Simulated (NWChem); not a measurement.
# Correlation energy of H2N

```xyz
3

N      0.0000     0.0000    -0.1494
H      0.8027     0.0000     0.5229
H     -0.8027     0.0000     0.5229
```
Charge 0, spin multiplicity 2.

All runs are NWChem calculations. The geometry was optimised at UPBE/def2-SVP, a minimum by its harmonic frequencies.

Basis set: def2-QZVP. Each correlation energy counts from its own Hartree-Fock reference.

The correlated methods keep 1 core orbital frozen. The structure started from a generated list of species. The unpaired electrons of the parent sit in orbitals of symmetry b2 (C2v labels of the run); other states weren't searched. No SCF solution was tested for a lower state. Open-shell Hartree-Fock references start from PBE0 orbitals. Coupled-cluster values serve here as a point of comparison, not as the truth.

```
method           correlation energy (mHa)
---------------  ------------------------
UMP2                           (withheld)
SCS-UMP2                       (withheld)
CCSD on ROHF                   (withheld)
CCSD[T] on ROHF                    -226.6
CCSD(T) on ROHF                    -226.5
```

**Question.** Some entries are withheld; supply them.

**Answer.** 
- UMP2, correlation energy (mHa): -199.1
- SCS-UMP2, correlation energy (mHa): -202.5
- CCSD on ROHF, correlation energy (mHa): -219.5
